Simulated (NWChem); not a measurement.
Program: NWChem. System: N$_{2}$, charge 0, spin multiplicity 3, at the geometry of a parent with another charge or spin, in a state set for the comparison that need not be this species' ground state. Its SCF solution wasn't tested for a lower state. Level: ROCR-CCSD(T)/def2-TZVP, 2 core orbitals frozen.

Job file:

```
start mol
memory heap 100 mb stack 700 mb global 1900 mb
geometry units angstroms nocenter noautoz
  N      0.000000     0.000000     0.550196
  N      0.000000     0.000000    -0.550196
  symmetry group D2h
end
basis spherical
  * library def2-tzvp
end
scf
  rohf
  nopen 2
  maxiter 100
  thresh 1e-7
  semidirect memsize 60000000 filesize 0
  # guess.movecs holds the orbitals of an unrestricted PBE0 run
  vectors input guess.movecs swap 6 7 output mol.movecs
end
tce
  freeze core 2
  cr-ccsd(t)
  2eorb
  2emet 13
  thresh 1e-6
  maxiter 100
  tilesize 24
end
task tce energy
```

Part of the output:

```
             Northwest Computational Chemistry Package (NWChem) 7.3.0
             --------------------------------------------------------

                                NWChem Input Module
                                -------------------

 Scaling coordinates for geometry "geometry" by  1.889725989
 (inverse scale =  0.529177249)

 Turning off AUTOSYM since
 SYMMETRY directive was detected!

                             Geometry "geometry" -> ""
                             -------------------------

 Output coordinates in angstroms (scale by  1.889725989 to convert to a.u.)

  No.       Tag          Charge          X              Y              Z
 ---- ---------------- ---------- -------------- -------------- --------------
    1 N                    7.0000     0.00000000     0.00000000     0.55019600
    2 N                    7.0000     0.00000000     0.00000000    -0.55019600

 Effective nuclear repulsion energy (a.u.)      23.5640437235

            Nuclear Dipole moment (a.u.)
            ----------------------------
        X                 Y               Z
 ---------------- ---------------- ----------------
     0.0000000000     0.0000000000     0.0000000000

      Symmetry information
      --------------------

 Group name             D2h
 Group number             26
 Group order               8
 No. of unique centers     1

      Symmetry unique atoms

     1


 Summary of "ao basis" -> "" (spherical)
 ------------------------------------------------------------------------------
       Tag                 Description            Shells   Functions and Types
 ---------------- ------------------------------  ------  ---------------------
 *                         def2-tzvp                  on all atoms

 Summary of "ao basis" -> "ao basis" (spherical)
 ------------------------------------------------------------------------------
       Tag                 Description            Shells   Functions and Types
 ---------------- ------------------------------  ------  ---------------------
 N                         def2-tzvp                11       31   5s3p2d1f
[...]
             Beta orbitals :    62
        Alpha frozen cores :     2
         Beta frozen cores :     2
     Alpha frozen virtuals :     0
      Beta frozen virtuals :     0
         Spin multiplicity : triplet
    Number of AO functions :    62
       Number of AO shells :    22
        Use of symmetry is : on
      Symmetry adaption is : on
         Schwarz screening : 0.10D-09

          Correlation Information
          -----------------------
          Calculation type : Coupled-cluster singles & doubles w/ perturbation
   Perturbative correction : Completely renormalized (T)
            Max iterations :      100
        Residual threshold : 0.10D-05
     T(0) DIIS level shift : 0.00D+00
     L(0) DIIS level shift : 0.00D+00
     T(1) DIIS level shift : 0.00D+00
     L(1) DIIS level shift : 0.00D+00
     T(R) DIIS level shift : 0.00D+00
     T(I) DIIS level shift : 0.00D+00
   CC-T/L Amplitude update :  5-th order DIIS
                I/O scheme : Global Array Library
        L-threshold :  0.10D-05
        EOM-threshold :  0.10D-05
 no EOMCCSD initial starts read in
 TCE RESTART OPTIONS
 SLICE:      F
 D4D5:       F
 quantumc:   F
 qrotation:  F
 pwtce:      F
 qducc:      F
 nacto:                         0
 nrotv:                         0
 nrot:                          0

            Memory Information
            ------------------
          Available GA space size is     249029112 doubles
          Available MA space size is     104854420 doubles

 Maximum block size supplied by input
 Maximum block size        24 doubles

 tile_dim =     12

 -------------------------------------------------

 Global array virtual files algorithm will be used

 Parallel file system coherency ......... OK

 4-electron integrals stored in orbital form

 v2    file size   =           354104
 4-index algorithm nr.  13 is used
 imaxsize =       30
 imaxsize ichop =        0


CCSD iterations
 ---------------------------------------------------------
 Iter          Residuum       Correlation     Cpu    Wall
 ---------------------------------------------------------
    1   0.2781495280939  -0.4026585759532     3.7     3.7
    2   0.1020799676487  -0.3452838935178     3.9     3.9
    3   0.0562762388657  -0.3812994798495     4.0     4.0
    4   0.0264676317390  -0.3662612908489     3.6     3.6
    5   0.0142522448173  -0.3746885413543     3.7     3.7
    6   0.0015411561749  -0.3722642646785     3.4     3.4
    7   0.0006507697848  -0.3722486613028     3.7     3.7
    8   0.0003381139965  -0.3722660313408     4.1     4.1
    9   0.0001732423016  -0.3722664395200     3.5     3.5
   10   0.0000948413394  -0.3722758949769     3.7     3.7
   11   0.0000156933381  -0.3722795077327     3.8     3.8
   12   0.0000070227582  -0.3722777041854     2.5     2.5
   13   0.0000035710262  -0.3722788005716     3.2     3.2
   14   0.0000020069900  -0.3722783727164     3.5     3.5
   15   0.0000010772242  -0.3722786273444     3.3     3.3
   16   0.0000002482192  -0.3722785635660     3.6     3.6
 -----------------------------------------------------------------
 Iterations converged
 CCSD correlation energy / hartree =        -0.372278563566014
 CCSD total energy / hartree       =      -109.061177252170495

 Singles contributions

 Doubles contributions
     9b3g (alpha)     7ag  (beta ) ---     6b2u (alpha)     4b1u (beta )       -0.1023133235
 CR-CCSD(T)

 CR-CCSD[T]  correction energy / hartree =        -0.016860681354092
 CR-CCSD[T] correlation energy / hartree =        -0.389139244920106
 CR-CCSD[T] total energy / hartree       =      -109.078037933524584
 CR-CCSD(T)  correction energy / hartree =        -0.016470487280714
 CR-CCSD(T) correlation energy / hartree =        -0.388749050846728
 CR-CCSD(T) total energy / hartree       =      -109.077647739451209

 Task  times  cpu:       87.9s     wall:       87.9s

 Total times  cpu:       88.0s     wall:       88.0s
```
